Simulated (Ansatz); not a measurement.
## Cs2Co: from a trial structure to a relaxed crystal

These are results of DFT PBE, scalar-relativistic, plane waves, PAW in Ansatz, not measurements. Cutoff 420 eV, Γ-centred k mesh, Gaussian smearing, collinear spin, first started from parallel moments.

The start puts Cs2Co on the cubic Laves (C15) structure type (Fd-3m, No. 227), with Co in place of Mg, Cs in place of Cu, at a guessed volume.

```yaml
crystal:
  lattice:
    - [0.00000, 4.66968, 4.66968]
    - [4.66968, 0.00000, 4.66968]
    - [4.66968, 4.66968, 0.00000]
  atoms:
    - { symbol: Cs, position: [0.62500, 0.62500, 0.62500] }
    - { symbol: Cs, position: [0.12500, 0.62500, 0.62500] }
    - { symbol: Cs, position: [0.62500, 0.62500, 0.12500] }
    - { symbol: Cs, position: [0.62500, 0.12500, 0.62500] }
    - { symbol: Co, position: [0.00000, 0.00000, 0.00000] }
    - { symbol: Co, position: [0.25000, 0.25000, 0.25000] }
```

Cell and atoms relax at zero pressure; the relaxation can't lower the symmetry of the start. After a coarse first stage the cell is made exact in the group found at 0.06 Å.

Formation energies are uncorrected and refer to the elements' standard structures at the same level.

Q: Which crystal results?

A: It keeps Fd-3m (No. 227). The result has the cubic Laves (C15) structure. Conventional cell: a = 11.750 Å. Cs is coordinated by 6 Cs at 4.15 Å and 6 Co at 4.87 Å; Co is coordinated by 12 Cs at 4.87 Å and 4 Co at 5.09 Å.

```xyz
6
Lattice="0.0000 5.8748 5.8748 5.8748 0.0000 5.8748 5.8748 5.8748 0.0000" Properties=species:S:1:pos:R:3 pbc="T T T"
Cs    7.3435    7.3435    7.3435
Cs    7.3435    4.4061    4.4061
Cs    4.4061    4.4061    7.3435
Cs    4.4061    7.3435    4.4061
Co    0.0000    0.0000    0.0000
Co    2.9374    2.9374    2.9374
```

Q: What are its volume, energy, gap and moment?

A: The volume per atom is 67.59 Å³, the density is 2.66 g/cm³ and the energy over the elements is 1.30 eV/atom. The gap on the 6×6×6 mesh is 0 eV (a metal), the net moment per atom is 0.67 μB and the largest site moment is 2.14 μB.

The final run used a 6×6×6 mesh on its 6-atom cell and 0.10 eV smearing. The k mesh leaves about 4 meV/atom of noise in metals. A structure relaxed within its symmetry needn't be a true minimum. The steps took of the order of 10 core-minutes in all.